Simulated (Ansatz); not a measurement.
`F/C=C\CF` + `CCCO` → `CCCOCF` + `C=CF`  (substitution at a C–C bond)

Computed with Ansatz on PBE0-D4/def2-TZVP structures; ΔE is electronic, products minus reactants. CCSD(T)/CBS is the MP2 limit (def2-TZVPP, def2-QZVPP) plus CCSD(T) − MP2 in def2-TZVPP, frozen cores. Functionals use def2-TZVPP. One conformer a species, not always the lowest.

`F/C=C\CF`:

Z-matrix (Å, degrees):
```
C
F 1 1.387
C 1 1.485 2 109.9
H 1 1.095 2 107.0 3 120.6
H 1 1.091 2 108.2 3 -121.9
C 3 1.320 1 124.9 2 -124.7
H 3 1.084 1 117.9 2 55.4
F 6 1.336 3 122.6 1 -0.1
H 6 1.084 3 125.2 1 -179.6
```

`CCCO`:

Z-matrix (Å, degrees):
```
C
C 1 1.519
H 1 1.094 2 111.3
H 1 1.092 2 111.4 3 120.2
H 1 1.093 2 111.1 3 -119.8
C 2 1.516 1 112.3 3 59.4
H 2 1.097 1 109.7 3 -61.9
H 2 1.094 1 110.5 3 -179.1
O 6 1.412 2 113.3 1 177.5
H 6 1.101 2 109.8 1 -57.8
H 6 1.094 2 109.9 1 59.5
H 9 0.961 6 108.2 2 59.3
```

`CCCOCF`:

Z-matrix (Å, degrees):
```
C
C 1 1.519
H 1 1.094 2 111.4
H 1 1.094 2 111.4 3 -120.1
H 1 1.091 2 111.1 3 119.9
C 2 1.515 1 111.3 3 60.7
H 2 1.092 1 110.5 3 -61.1
H 2 1.094 1 110.4 3 -178.9
O 6 1.421 2 113.3 1 175.4
H 6 1.099 2 110.5 1 -61.4
H 6 1.094 2 110.0 1 57.3
C 9 1.359 6 116.0 2 91.3
F 12 1.387 9 112.0 6 -74.7
H 12 1.099 9 112.1 6 44.3
H 12 1.091 9 107.7 6 167.7
```

`C=CF`:

Cartesian coordinates in Å:
```
C 0.604 0.065 -0.351
C -0.518 -0.127 0.310
F -1.331 0.878 0.647
H 0.920 1.055 -0.654
H 1.224 -0.785 -0.597
H -0.898 -1.086 0.646
```

```json
{"level": "r2SCAN-D4", "ΔE (kcal/mol)": "0.5", "difference from CCSD(T)/CBS": "-1.0"}
{"level": "PBE0-D4", "ΔE (kcal/mol)": "1.5", "difference from CCSD(T)/CBS": "0.0"}
{"level": "ωB97X-V", "ΔE (kcal/mol)": "0.3", "difference from CCSD(T)/CBS": "-1.2"}
{"level": "ωB97M-V", "ΔE (kcal/mol)": "0.7", "difference from CCSD(T)/CBS": "-0.8"}
{"level": "B2PLYP", "ΔE (kcal/mol)": "0.9", "difference from CCSD(T)/CBS": "-0.6"}
{"level": "PBE", "ΔE (kcal/mol)": "1.3", "difference from CCSD(T)/CBS": "-0.2"}
{"level": "PBE0", "ΔE (kcal/mol)": "1.8", "difference from CCSD(T)/CBS": "0.3"}
{"level": "HF/def2-TZVPP", "ΔE (kcal/mol)": "0.3", "difference from CCSD(T)/CBS": "-1.2"}
{"level": "MP2/def2-TZVPP", "ΔE (kcal/mol)": "1.6", "difference from CCSD(T)/CBS": "0.1"}
{"level": "SCS-MP2/def2-TZVPP", "ΔE (kcal/mol)": "1.2", "difference from CCSD(T)/CBS": "-0.3"}
{"level": "CCSD(T)/def2-TZVPP", "ΔE (kcal/mol)": "0.8", "difference from CCSD(T)/CBS": "-0.7"}
{"level": "MP2/def2-QZVPP", "ΔE (kcal/mol)": "2.0", "difference from CCSD(T)/CBS": "0.5"}
{"level": "SCS-MP2/def2-QZVPP", "ΔE (kcal/mol)": "1.7", "difference from CCSD(T)/CBS": "0.2"}
{"level": "HF/CBS(def2)", "ΔE (kcal/mol)": "0.4", "difference from CCSD(T)/CBS": "-1.1"}
{"level": "MP2/CBS(def2)", "ΔE (kcal/mol)": "2.3", "difference from CCSD(T)/CBS": "0.8"}
{"level": "CCSD/CBS(def2)", "ΔE (kcal/mol)": "1.8", "difference from CCSD(T)/CBS": "0.3"}
{"level": "CCSD(T)/CBS", "ΔE (kcal/mol)": "1.5", "difference from CCSD(T)/CBS": "0"}
```

Largest T1 diagnostic among the species: 0.012.
